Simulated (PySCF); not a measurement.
## XPS shifts beside NMR shieldings

C4H5N.
Structure used (PBE0-D3(BJ)/def2-SVP), in Å, numbered top down from 1:
```
atom  x, y, z in Å
C1     2.357    0.549   -0.183
C2     1.265    0.051   -0.344
C3    -0.063   -0.529   -0.493
C4    -0.948   -0.279    0.710
N5    -2.131    0.165    0.709
H6     3.329    0.986   -0.050
H7     0.036   -1.622   -0.627
H8    -0.553   -0.142   -1.404
H9    -0.491   -0.535    1.681
H10   -2.439    0.369   -0.250
```

Binding energies: delta-SCF UKS SCAN, pcX-2 on the ionised atom, pcseg-1 elsewhere, spin-free X2C (PySCF 2.14.0). Shieldings: GIAO PBE0/pcSseg-1, non-relativistic, same geometry.

| atom | isotropic shielding (ppm) |
| --- | --- |
| C1 | 105.1 |
| C2 | 105.0 |
| C3 | 149.0 |
| C4 | 11.6 |

**Question.** What are the C 1s binding energies of these atoms?

**Answer.** 
```csv
atom,environment,C 1s (eV),isotropic shielding (ppm)
C1,terminal alkyne carbon,290.51,105.1
C2,alkyne carbon,291.03,105.0
C3,propargylic carbon,292.13,149.0
C4,imine carbon,292.36,11.6
```

**Question.** Among the listed atoms, is the one with the highest binding energy also the least shielded?

**Answer.** Yes: C4 has both (292.36 eV, 11.6 ppm).

By binding energy: C1 < C2 < C3 < C4. By shielding: C4 < C2 ≈ C1 < C3.

The unrestricted hole states depart most from a pure doublet (⟨S²⟩ = 0.75; over 0.85 named) for C 1s of C2 (0.86) and C 1s of C4 (0.86), which makes these values less certain. One conformer (not necessarily the lowest) at the PBE0-D3(BJ)/def2-SVP geometry, without solvent, vibrations or thermal averaging.
